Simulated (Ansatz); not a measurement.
Results of r²SCAN-D4 (Ansatz, an electronic-structure program, PAW) for 2H WSe₂.

Settings: plane-wave cutoff 560 eV, 12×12×4 k mesh (along the axes of the cell as run), Fermi–Dirac smearing 0.01 eV, no spin polarisation, scalar-relativistic PAW data made under PBE.

Response to compression and expansion:

Shape and atoms are relaxed at each volume.

```
V (Å³/atom)  P (GPa)  direct gap at Γ (eV)  smallest gap on the k mesh (eV)   c (Å)
-----------  -------  --------------------  -------------------------------  ------
19.984          1.88                 2.736                            1.056  12.843
20.400          0.83                 2.755                            1.124  13.027
20.817         -0.01                 2.778                            1.191  13.222
21.233         -0.59                 2.809                            1.260  13.433
21.649         -1.02                 2.842                            1.327  13.654
```

The fundamental gap (1.17 eV at the equilibrium volume, with added k points) lies elsewhere than Γ–Γ.

Note: the bulk modulus comes from volumes at which shape and atoms were relaxed.

Spin–orbit coupling is not included.
